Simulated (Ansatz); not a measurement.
C₅H₁₂O, SMILES `CC(C)C(C)O`, relaxed with RKS PBE0-D4/def2-TZVP in Ansatz from a PBE-D4/def2-SVP geometry. The force threshold is 0.005 eV/Å; the program also tests the step.

Charge 0, multiplicity 1.

Start:

```xyz
18

C     1.382   -0.909    0.504
C     0.324    0.198    0.570
C     0.981    1.584    0.626
C    -0.680    0.118   -0.596
C    -1.415   -1.220   -0.695
O    -1.611    1.182   -0.405
H     2.117   -0.794    1.326
H     1.948   -0.864   -0.451
H     0.946   -1.924    0.592
H    -0.276    0.063    1.500
H     0.215    2.381    0.667
H     1.607    1.758   -0.276
H     1.639    1.677    1.513
H    -0.098    0.276   -1.544
H    -2.166   -1.189   -1.512
H    -0.730   -2.062   -0.916
H    -1.951   -1.437    0.252
H    -2.233    1.160   -1.155
```

(1) By how much does the energy fall, and how many steps does the optimiser take? (Best estimate.)

(2) Which bonds change most? (Best estimate.)

(3) Give the relaxed structure. (Estimate.)

Answers

(1) Ansatz gave: 1.65 kcal/mol, in 5 steps.

(2) Ansatz gave: C4–H14 from 1.123 to 1.103 Å; C2–H10 from 1.115 to 1.098 Å; C5–H16 from 1.108 to 1.091 Å; C1–H9 from 1.108 to 1.091 Å.

(3) Computed: 
```xyz
18

C     1.356   -0.902    0.508
C     0.311    0.203    0.570
C     0.982    1.568    0.617
C    -0.669    0.122   -0.595
C    -1.388   -1.210   -0.698
O    -1.606    1.174   -0.415
H     2.087   -0.778    1.311
H     1.903   -0.869   -0.440
H     0.920   -1.897    0.612
H    -0.283    0.077    1.485
H     0.246    2.370    0.668
H     1.594    1.726   -0.278
H     1.641    1.645    1.486
H    -0.099    0.293   -1.524
H    -2.135   -1.178   -1.498
H    -0.701   -2.025   -0.931
H    -1.903   -1.439    0.238
H    -2.258    1.120   -1.117
```
